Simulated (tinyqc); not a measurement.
Inside a calculation. Method: Pariser-Parr-Pople SCF with singles CI, for the molecule c1cc[nH]c1 (SMILES; centres numbered as the heavy atoms are written). Computed by tinyqc, a small Python program that keeps every step. Settings: charge = 0, gamma = Ohno, start = huckel, damping = 0.5, iteration cap = 59, excitations kept = 9. Command: `OMP_NUM_THREADS=1 python tinyqc.py 25471 25472 out.jsonl` (the two numbers bound the seeds that draw the settings). One thread of a shared host (Intel(R) Xeon(R) Processor @ 2.60GHz), about 0.01 s of CPU time with the checks. Later iterations appear only in the table of the cycle.

## PPP integrals

Centres (angstrom, eV; a flat drawing with bonds scaled to 1.40 angstrom):
```
centre         x         y  core charge z         W  gamma_rr
1C       1.19100   0.00000              1  11.16000  11.13000
2C       0.36800   1.13300              1  11.16000  11.13000
3C      -0.96300   0.70000              1  11.16000  11.13000
4N      -0.96300  -0.70000              2  25.60000  16.80000
5C       0.36800  -1.13300              1  11.16000  11.13000
```

Resonance integrals (eV):
```
i  j      beta
1  2  -2.39000
2  3  -2.39000
3  4  -2.24000
4  5  -2.24000
5  1  -2.39000
```

Ohno: gamma = 14.399645/sqrt(R^2 + a^2), a = 2 x 14.399645/(gamma_rr + gamma_ss); H_rr = -W_r - sum_(s != r) z_s gamma_rs; H_rs = beta for bonds.

repulsion gamma_rs (eV), lower triangle:
```
          1C        2C        3C        4N        5C
1C  11.13000
2C   7.55280  11.13000
3C   5.52057   7.55485  11.13000
4N   5.78634   5.78553   8.28166  16.80000
5C   7.55280   5.51853   5.51987   8.28296  11.13000
```

core matrix H (eV), lower triangle:
```
           1C         2C         3C         4N         5C
1C  -43.35885
2C   -2.39000  -43.35723
3C    0.00000   -2.39000  -46.31860
4N    0.00000    0.00000   -2.24000  -53.73647
5C   -2.39000    0.00000    0.00000   -2.24000  -46.31711
```

## Starting guess

pi electrons, sum of z_r less the charge = 6

Orbitals of the Hueckel matrix of the beta values.

P at the start, lower triangle:
```
          1C        2C        3C       4N       5C
1C   1.19458
2C   0.64180   1.19458
3C  -0.23965   0.65478   1.19699
4N  -0.25312  -0.25312   0.64220  1.21685
5C   0.65478  -0.23965  -0.25022  0.64220  1.19699
```

## Iteration 1: Fock matrix

F_rr = H_rr + P_rr gamma_rr / 2 + sum_(s != r) P_ss gamma_rs; F_rs = H_rs - P_rs gamma_rs / 2; E = tr P (H + F) / 2 + core repulsion sum_(r<s) z_r z_s gamma_rs.

F (eV), lower triangle:
```
          1C        2C        3C        4N        5C
1C  -4.99872
2C  -4.81368  -4.99808
3C   0.66150  -4.86338  -7.35290
4N   0.73233   0.73222  -4.89923  -9.86367
5C  -4.86271   0.66125   0.69059  -4.89965  -7.35472
```

pi energy = -89.36579 eV

## Iteration 1: orbitals and new P

Diagonalise F (the basis is taken as orthonormal) and form P = 2 sum c c over the lowest orbitals; 0.5 of the old P is kept.

orbital energies (eV): -16.00687  -10.89415  -10.72672  0.39462  2.66503

P after iteration 1, lower triangle:
```
          1C        2C        3C       4N       5C
1C   1.13552
2C   0.64895   1.13551
3C  -0.18572   0.66893   1.20932
4N  -0.26778  -0.26773   0.61212  1.31028
5C   0.66891  -0.18573  -0.30409  0.61212  1.20937
```

## Iteration 2: Fock matrix

As before.

F (eV), lower triangle:
```
          1C        2C        3C        4N        5C
1C  -5.07141
2C  -4.84069  -5.07093
3C   0.51263  -4.91684  -7.21456
4N   0.77473   0.77447  -4.77467  -9.55776
5C  -4.91607   0.51247   0.83927  -4.77508  -7.21598
```

pi energy = -89.62183 eV

## Iteration 2: orbitals and new P

As before.

orbital energies (eV): -15.67005  -10.83416  -10.80242  0.62684  2.54914

P after iteration 2, lower triangle:
```
          1C        2C        3C       4N       5C
1C   1.10257
2C   0.65158   1.10254
3C  -0.15542   0.67756   1.21589
4N  -0.27593  -0.27585   0.59453  1.36304
5C   0.67753  -0.15544  -0.33310  0.59454  1.21596
```

## Iteration 3: Fock matrix

As before.

F (eV), lower triangle:
```
          1C        2C        3C        4N        5C
1C  -5.11245
2C  -4.85062  -5.11204
3C   0.42902  -4.94944  -7.13566
4N   0.79832   0.79798  -4.70186  -9.38699
5C  -4.94862   0.42890   0.91933  -4.70227  -7.13685
```

pi energy = -89.76240 eV

## Iteration 3: orbitals and new P

As before.

orbital energies (eV): -15.49335  -10.82859  -10.80008  0.75516  2.48288

P after iteration 3, lower triangle:
```
          1C        2C        3C       4N       5C
1C   1.08423
2C   0.65210   1.08419
3C  -0.13843   0.68295   1.21923
4N  -0.28048  -0.28038   0.58419  1.39305
5C   0.68291  -0.13844  -0.34863  0.58420  1.21931
```

## Convergence

Stop when output and input P, before any damping, agree to 1e-7.

Course of the cycle:
```
iteration       E (eV)  largest |P(out) - P(in)|
1          -89.3657895                  1.87e-01
2          -89.6218296                  1.06e-01
3          -89.7624046                  6.00e-02
4          -89.8367517                  3.44e-02
5          -89.8752720                  2.00e-02
6          -89.8949988                  1.18e-02
7          -89.9050353                  7.04e-03
8          -89.9101239                  4.30e-03
9          -89.9127001                  2.69e-03
10         -89.9140041                  1.72e-03
11         -89.9146647                  1.14e-03
...                ...                       ...
38         -89.9153495                  9.66e-07
39         -89.9153495                  7.54e-07
40         -89.9153495                  5.89e-07
41         -89.9153495                  4.60e-07
42         -89.9153495                  3.59e-07
43         -89.9153495                  2.80e-07
44         -89.9153495                  2.19e-07
45         -89.9153495                  1.71e-07
46         -89.9153495                  1.33e-07
47         -89.9153495                  1.04e-07
48         -89.9153495                  8.12e-08
```

Converged in 48 iterations.

## Converged orbitals

Charges are z - P_rr.

orbital energies (eV): -15.27376  -10.83096  -10.75598  0.91836  2.39486

coefficients:
```
        MO1       MO2       MO3       MO4       MO5
1C  0.31533  -0.57097  -0.32482  -0.27039  -0.62924
2C  0.31535  -0.57365   0.31997  -0.27005   0.62942
3C  0.46259  -0.00029   0.62935   0.53468  -0.32256
4N  0.61081   0.58728   0.00252  -0.53104   0.00010
5C  0.46264   0.00510  -0.62931   0.53485   0.32224
```

pi charges: 1C -0.06188, 2C -0.06180, 3C -0.22014, 4N 0.56401, 5C -0.22019

## Singles CI, singlets

Over the 6 single excitations with the smallest orbital gaps: A = (e_a - e_i) delta + 2 (ia|jb) - (ij|ab), with (pq|rs) = sum c_mp c_mq gamma_mn c_nr c_ns. f = 2/3 w |mu|^2 in atomic units, mu = sqrt2 sum c_ia sum_m c_mi c_ma R_m.

singlet CI matrix (eV), lower triangle:
```
          3>4       2>4       3>5       2>5      1>4       1>5
3>4   6.06957
2>4   0.00252   6.59544
3>5   0.00093   0.98223   7.37045
2>5  -0.89262  -0.00054  -0.00110   7.17448
1>4   0.00031   0.02554   0.51080  -0.00248  9.46769
1>5   0.23505  -0.00126   0.00041   0.29993  0.00010  11.19848
```

singlet excitation energies (eV): 5.55038  5.90663  7.66570  7.91854  9.60843  11.22644

oscillator strengths: 0.09511  0.05855  0.76024  0.86674  0.09769  0.01007

## Singles CI, triplets

Over the 6 single excitations with the smallest orbital gaps: A = (e_a - e_i) delta - (ij|ab), with (pq|rs) = sum c_mp c_mq gamma_mn c_nr c_ns.

triplet CI matrix (eV), lower triangle:
```
          3>4       2>4       3>5       2>5      1>4       1>5
3>4   3.89640
2>4  -0.00107   3.77821
3>5  -0.00274  -0.34993   5.85783
2>5  -0.34993   0.00299  -0.00242   5.31370
1>4  -0.00494  -1.28901   0.95964  -0.00386  7.55614
1>5   0.95964  -0.00386   0.00268   0.88422  0.00024  10.61746
```

triplet excitation energies (eV): 3.37913  3.62397  5.32808  5.44442  8.36864  10.87551
